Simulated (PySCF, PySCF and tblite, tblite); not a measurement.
# C3H6F+: a path driven as a shift of bonds, and NMR exchange, part 2 of 2

PySCF and tblite. Atoms count from 0. Earlier steps stand in the parts before.

## (9) Shieldings, start: PBE0/pcSseg-2

The job: settings as JSON, then the geometry in Å.

```
{"job": {"kind": "nmr", "xc": "PBE0", "basis": "pcSseg-2", "pop": false}, "charge": 1, "multiplicity": 1}
C     -1.283858     0.030798    -0.048639
C      0.023427    -0.463295     0.235205
C      1.241127     0.262762    -0.014481
F      1.078718     1.475201    -0.540645
H     -1.474837    -0.472779    -1.040184
H     -2.071852    -0.385712     0.598590
H     -1.339227     1.112940    -0.227011
H      0.148527    -1.477537     0.648546
H      1.931453    -0.374778    -0.617740
H      1.755404     0.297055     0.983831
```

Output:

```text
coarse grid: 8064 points
cycle   1  E = -217.2153353384  dE =  6.647e-01  |g| = 5.227e-01  |ddm| = 1.941e+00
cycle   2  E = -217.1436236213  dE =  7.171e-02  |g| = 8.413e-01  |ddm| = 7.405e-01
cycle   3  E = -217.2688347052  dE = -1.252e-01  |g| = 5.956e-02  |ddm| = 4.526e-01
cycle   4  E = -217.2692605635  dE = -4.259e-04  |g| = 2.612e-02  |ddm| = 4.034e-02
cycle   5  E = -217.2694032877  dE = -1.427e-04  |g| = 6.514e-03  |ddm| = 2.051e-02
cycle   6  E = -217.2694133863  dE = -1.010e-05  |g| = 7.669e-04  |ddm| = 4.756e-03
cycle   7  E = -217.2694135371  dE = -1.507e-07  |g| = 2.607e-04  |ddm| = 8.319e-04
final grid: 77464 points
cycle   8  E = -217.2681930681  dE = -6.540e-05  |g| = 5.079e-03  |ddm| = 2.838e-02
cycle   9  E = -217.2681921590  dE =  9.091e-07  |g| = 5.660e-03  |ddm| = 6.803e-03
cycle  10  E = -217.2681992995  dE = -7.141e-06  |g| = 8.507e-04  |ddm| = 3.537e-03
cycle  11  E = -217.2681994023  dE = -1.028e-07  |g| = 2.530e-04  |ddm| = 5.287e-04
cycle  12  E = -217.2681994121  dE = -9.834e-09  |g| = 3.632e-05  |ddm| = 1.439e-04
cycle  13  E = -217.2681994124  dE = -2.452e-10  |g| = 1.337e-05  |ddm| = 2.931e-05
converged SCF energy = -217.2681994124

GIAO shielding tensors (ppm)
atom      isotropic    diamagn.    paramagn.     s11        s22        s33       span
  0 C      131.014     246.348    -115.334     74.913    133.643    184.488    109.574
  1 C     -147.259     257.212    -404.471   -397.366   -187.201    142.790    540.156
  2 C       79.337     242.294    -162.957     45.431     85.352    107.228     61.798
  3 F      374.685     465.713     -91.029    309.804    365.180    449.069    139.265
  4 H       27.590      25.912       1.678     22.986     25.856     33.928     10.942
  5 H       26.336      26.480      -0.144     23.344     24.838     30.828      7.484
  6 H       25.673      28.230      -2.557     22.393     26.885     27.741      5.348
  7 H       18.187      29.349     -11.161      6.726     22.248     25.588     18.861
  8 H       24.052      25.842      -1.790     20.543     23.237     28.375      7.833
  9 H       24.242      25.489      -1.247     20.534     23.501     28.691      8.157
```

Run time: 15 s. Hardware: 1 thread of Arm Neoverse V1, shared host; peak memory 0.9 GiB.

In short: HOMO -16.09 eV, LUMO -9.59 eV.

## (10) Shieldings, saddle of leg 1: PBE0/pcSseg-2

The job: settings as JSON, then the geometry in Å.

```
{"job": {"kind": "nmr", "xc": "PBE0", "basis": "pcSseg-2", "pop": false}, "charge": 1, "multiplicity": 1}
C     -1.231563    -0.041162    -0.272369
C      0.067354    -0.434924     0.243779
C      1.206040     0.386735     0.288031
F      1.113310     1.648135    -0.042301
H     -1.659913    -0.801219    -0.945884
H     -1.888656    -0.065610     0.627278
H     -1.257625     0.969098    -0.698422
H      0.235717    -1.470279     0.578636
H      1.336591    -0.317480    -0.686673
H      2.078745     0.126705     0.907925
```

Output:

```text
coarse grid: 8064 points
cycle   1  E = -217.2111129746  dE =  7.338e-01  |g| = 5.160e-01  |ddm| = 1.944e+00
cycle   2  E = -217.1583983290  dE =  5.271e-02  |g| = 7.846e-01  |ddm| = 7.467e-01
cycle   3  E = -217.2645155161  dE = -1.061e-01  |g| = 7.551e-02  |ddm| = 4.346e-01
cycle   4  E = -217.2652174476  dE = -7.019e-04  |g| = 3.163e-02  |ddm| = 5.371e-02
cycle   5  E = -217.2654363302  dE = -2.189e-04  |g| = 7.057e-03  |ddm| = 2.432e-02
cycle   6  E = -217.2654473507  dE = -1.102e-05  |g| = 1.769e-03  |ddm| = 5.543e-03
cycle   7  E = -217.2654480184  dE = -6.677e-07  |g| = 5.776e-04  |ddm| = 1.493e-03
final grid: 77464 points
cycle   8  E = -217.2644914956  dE = -6.888e-05  |g| = 4.976e-03  |ddm| = 2.827e-02
cycle   9  E = -217.2644911386  dE =  3.570e-07  |g| = 5.302e-03  |ddm| = 6.352e-03
cycle  10  E = -217.2644974163  dE = -6.278e-06  |g| = 8.052e-04  |ddm| = 3.246e-03
cycle  11  E = -217.2644975031  dE = -8.682e-08  |g| = 2.625e-04  |ddm| = 4.910e-04
cycle  12  E = -217.2644975136  dE = -1.055e-08  |g| = 3.791e-05  |ddm| = 1.590e-04
cycle  13  E = -217.2644975139  dE = -2.957e-10  |g| = 1.051e-05  |ddm| = 3.167e-05
converged SCF energy = -217.2644975139

GIAO shielding tensors (ppm)
atom      isotropic    diamagn.    paramagn.     s11        s22        s33       span
  0 C      155.518     244.544     -89.025    118.672    162.448    185.435     66.762
  1 C      -52.758     256.728    -309.486   -240.235    -62.876    144.838    385.072
  2 C       54.889     245.930    -191.041      7.680     69.306     87.679     79.999
  3 F      309.132     465.437    -156.304    219.906    253.321    454.169    234.263
  4 H       27.597      26.978       0.619     24.059     25.272     33.460      9.400
  5 H       28.194      26.278       1.916     24.340     25.308     34.935     10.595
  6 H       27.072      28.670      -1.597     23.126     27.493     30.598      7.472
  7 H       20.982      29.370      -8.388     14.971     22.479     25.497     10.526
  8 H       26.317      26.088       0.229     22.272     25.510     31.169      8.897
  9 H       23.439      26.019      -2.580     20.120     23.876     26.322      6.203
```

Run time: 15 s. Hardware: 1 thread of Arm Neoverse V1, shared host; peak memory 0.8 GiB.

Key values: HOMO -16.16 eV, LUMO -8.49 eV.

## (11) Shieldings, end: PBE0/pcSseg-2

The job: settings as JSON, then the geometry in Å.

```
{"job": {"kind": "nmr", "xc": "PBE0", "basis": "pcSseg-2", "pop": false}, "charge": 1, "multiplicity": 1}
C     -1.150559    -0.021193    -0.350101
C      0.271579    -0.446342    -0.060823
C      1.194248     0.494929     0.474818
F      0.861767     1.676085     0.720539
H     -1.709095    -0.874893    -0.753699
H     -1.659796     0.318486     0.562907
H     -1.182066     0.788731    -1.092421
H      0.377725    -1.323585     0.630294
H      0.828367    -0.882144    -0.931152
H      2.248604     0.264546     0.710999
```

Output:

```text
coarse grid: 8064 points
cycle   1  E = -217.2054016687  dE =  7.396e-01  |g| = 5.562e-01  |ddm| = 1.948e+00
cycle   2  E = -217.1311292884  dE =  7.427e-02  |g| = 8.597e-01  |ddm| = 7.781e-01
cycle   3  E = -217.2743687065  dE = -1.432e-01  |g| = 8.448e-02  |ddm| = 4.294e-01
cycle   4  E = -217.2750973853  dE = -7.287e-04  |g| = 4.221e-02  |ddm| = 5.137e-02
cycle   5  E = -217.2754087122  dE = -3.113e-04  |g| = 8.548e-03  |ddm| = 2.705e-02
cycle   6  E = -217.2754256887  dE = -1.698e-05  |g| = 2.382e-03  |ddm| = 6.269e-03
cycle   7  E = -217.2754269520  dE = -1.263e-06  |g| = 4.523e-04  |ddm| = 1.525e-03
final grid: 77464 points
cycle   8  E = -217.2742814955  dE = -7.161e-05  |g| = 5.329e-03  |ddm| = 2.942e-02
cycle   9  E = -217.2742799136  dE =  1.582e-06  |g| = 6.068e-03  |ddm| = 6.718e-03
cycle  10  E = -217.2742882556  dE = -8.342e-06  |g| = 9.948e-04  |ddm| = 3.553e-03
cycle  11  E = -217.2742883854  dE = -1.297e-07  |g| = 2.936e-04  |ddm| = 5.052e-04
cycle  12  E = -217.2742883987  dE = -1.335e-08  |g| = 6.707e-05  |ddm| = 1.620e-04
cycle  13  E = -217.2742883996  dE = -8.828e-10  |g| = 1.872e-05  |ddm| = 4.491e-05
converged SCF energy = -217.2742883996

GIAO shielding tensors (ppm)
atom      isotropic    diamagn.    paramagn.     s11        s22        s33       span
  0 C      179.391     241.434     -62.043    170.169    182.310    185.694     15.525
  1 C      122.580     249.677    -127.097     55.073    151.803    160.863    105.790
  2 C      -95.521     251.458    -346.980   -305.254    -56.294     74.984    380.238
  3 F      -52.970     464.005    -516.975   -347.235   -276.193    464.519    811.754
  4 H       29.318      27.204       2.113     24.389     27.058     36.505     12.116
  5 H       29.369      28.588       0.780     25.350     26.820     35.936     10.585
  6 H       29.377      28.559       0.817     25.361     26.814     35.955     10.594
  7 H       26.101      27.446      -1.345     22.371     24.980     30.950      8.579
  8 H       26.080      27.417      -1.337     22.359     24.966     30.915      8.556
  9 H       21.155      26.221      -5.066     17.743     19.665     26.057      8.313
```

It took 15 s on 1 thread of Arm Neoverse V1, shared host; peak memory 0.84 GiB.

Key values: HOMO -15.81 eV, LUMO -9.52 eV.

## (12) The path in numbers

The job: settings as JSON, then the geometry in Å.

```
{"job": {"smiles": "C[CH+]CF", "charge": 1, "mult": 1, "motion": "shift", "what": "1,2-shift in a cation", "atoms": [8, 2, 1], "drives": [{"terms": [["d", [8, 2], 1], ["d", [8, 1], -1]], "neg": true, "n": 14}], "study": "path", "level": {"kind": "nmr", "xc": "PBE0", "basis": "pcSseg-2"}, "fields": [60, 360, 700], "first": 5, "seed": 577, "refine": {"xc": "PBE0", "basis": "def2-SVP"}, "kind": "path"}, "charge": 1, "multiplicity": 1}
C     -1.260757     0.002286    -0.146513
C      0.028322    -0.504651     0.157632
C      1.245314     0.254871     0.060594
F      1.077727     1.525073    -0.353234
H     -1.757499    -0.651791    -0.883255
H     -1.939088    -0.158951     0.708672
H     -1.270298     1.042734    -0.470012
H      0.137567    -1.534316     0.489589
H      1.968251    -0.242443    -0.620370
H      1.779344     0.271841     1.034369
```

Output:

```text
stationary points (kcal/mol above the start)
  n  kind          group   xTB      DFT    lowest mode
  0  minimum      Cs       0.00     0.00     119.7
  1  saddle       C1      10.86     2.32    -610.0
  2  minimum      Cs       5.86    -3.85      87.4

GFN2-xTB energies: T/K, barrier G, reaction G (kcal/mol), k forward, k back (1/s)
 150.00    10.34     6.84    0.00541   5.02e+07
 200.00    10.40     6.82       36.3   1.02e+09
 250.00    10.47     6.80   7.36e+03   6.42e+09
 298.15    10.55     6.78    2.3e+05   2.14e+10
 350.00    10.65     6.76   3.27e+06   5.47e+10
 400.00    10.76     6.75   2.21e+07   1.08e+11
 500.00    11.00     6.74   3.24e+08   2.87e+11

PBE0-D3(BJ)/def2-SVP energies: T/K, barrier G, reaction G (kcal/mol), k forward, k back (1/s)
 150.00     1.16    -3.67   1.26e+11   5.75e+05
 200.00     1.22    -3.69   3.86e+11   3.58e+07
 250.00     1.29    -3.71   7.72e+11   4.39e+08
 298.15     1.37    -3.73   1.22e+12   2.26e+09
 350.00     1.47    -3.74   1.75e+12   8.05e+09
 400.00     1.58    -3.76   2.28e+12   2.03e+10
 500.00     1.83    -3.76   3.32e+12   7.52e+10

PBE0/pcSseg-2 + D3(BJ) energies: T/K, barrier G, reaction G (kcal/mol), k forward, k back (1/s)
 150.00     1.80    -2.87    1.5e+10    9.9e+05
 200.00     1.86    -2.89   7.81e+10   5.38e+07
 250.00     1.93    -2.92   2.15e+11   6.09e+08
 298.15     2.01    -2.93   4.19e+11   2.97e+09
 350.00     2.11    -2.95   7.04e+11   1.02e+10
 400.00     2.22    -2.96   1.03e+12   2.48e+10
 500.00     2.46    -2.97   1.75e+12   8.85e+10
```

Wall time 2.4 min (1 thread of Arm Neoverse V1, shared host); peak memory 0.9 GiB. This counts the whole study up to here.

Barriers by level (kcal/mol; entropies in cal/(mol K)). Zero-point and thermal terms come from xTB in every row. ΔG‡ leaves symmetry out; the rate counts equivalent paths (a factor of 2); effective ΔG‡, where given, is the barrier that would give that rate by Eyring's equation alone:

```
                 level    ΔE‡  with zero-point   ΔH‡   ΔS‡  ΔG‡ (298 K)  ΔE of reaction  k at 298 K (1/s)  effective ΔG‡
              GFN2-xTB  10.86            10.25  9.94  -2.0        10.55            5.86           2.3e+05          10.14
  PBE0-D3(BJ)/def2-SVP   1.68             1.08  0.76  -2.0         1.37           -4.65           1.2e+12           0.96
PBE0/pcSseg-2 + D3(BJ)   2.32             1.71  1.40  -2.0         2.01           -3.85           4.2e+11           1.60
```

Sites that the driver pairs across this motion, and where their lines would merge (no couplings; faster rotations or exchange between molecules can average them sooner):

```
 nucleus                                          sites: shielding (ppm)  proton frequency (MHz)  spread (Hz)  coalescence (K)  lines at 298 K
$^{19}$F                                      F3: 374.7; F3 (end): -53.0                     700       281782        not given               –
$^{13}$C                                     C1: -147.3; C1 (end): 122.6                     700        47506        not given               –
$^{13}$C                                       C2: 79.3; C2 (end): -95.5                     700        30784        not given               –
$^{13}$C                                      C0: 131.0; C0 (end): 179.4                     700         8517        not given               –
 $^{1}$H  H7: 18.19; H8, H9: 24.15; H7, H8 (end): 26.09; H9 (end): 21.16                     700         5532        not given               –
 $^{1}$H                      H4, H5, H6: 26.53; H4, H5, H6 (end): 29.35                     700         1975        not given               –
```

A dash: the driver gave no coalescence for this row (it judged the minor form too scarce).

Rows that set an atom against itself at the end compare its shielding in the two forms.

## (13) Outcome

This closing draws on all 2 parts.

| quantity | value |
| --- | --- |
| barrier (PBE0/pcSseg-2 + D3(BJ)) | ΔE‡ 2.3, ΔG‡(298 K) 2.0 kcal/mol |
| barrier (GFN2-xTB) | ΔE‡ 10.9 kcal/mol |
| rate at 298 K | 4.2e+11 s⁻¹ |
| end of the path | -3.9 kcal/mol from the start |

In words: The barrier is 2.3 kcal/mol at the DFT level (xTB: 10.9); with thermal terms and the count of paths the DFT value gives a rate of 4.2e+11 s⁻¹ at 298 K. An error of 1.4 kcal/mol changes that rate tenfold.
